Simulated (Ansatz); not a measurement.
This Ansatz (a quantum-chemistry and plane-wave program) input (PBE0/6-311+G**) gives -75.67903 Eh with 28 basis functions. A basis named .json is the Basis Set Exchange file of that set (core-valence sets with the plain set on hydrogen).

Ansatz 0.2 input:
```yaml
crystal:
  periodic: [false, false, false]
  atoms:
    - {symbol: O, position_ang: [-0.00000000, -0.00000000, -0.10852476]}
    - {symbol: H, position_ang: [0.00000000, 0.00000000, 0.86819804]}
basis:
  gaussian:
    orbitals: 6-311+G__.json
hamiltonian:
  xc: {name: PBE0}
magnetization: {spin_polarized: true, initial_magnetization: 1}
```

Change:
```diff
- orbitals: 6-311+G__.json
+ orbitals: pcseg-4.json
```

Problem. What does the run give now?

Solution. -75.69269 Eh (PBE0/pcseg-4, 162 functions), a change of -13.66 mEh.
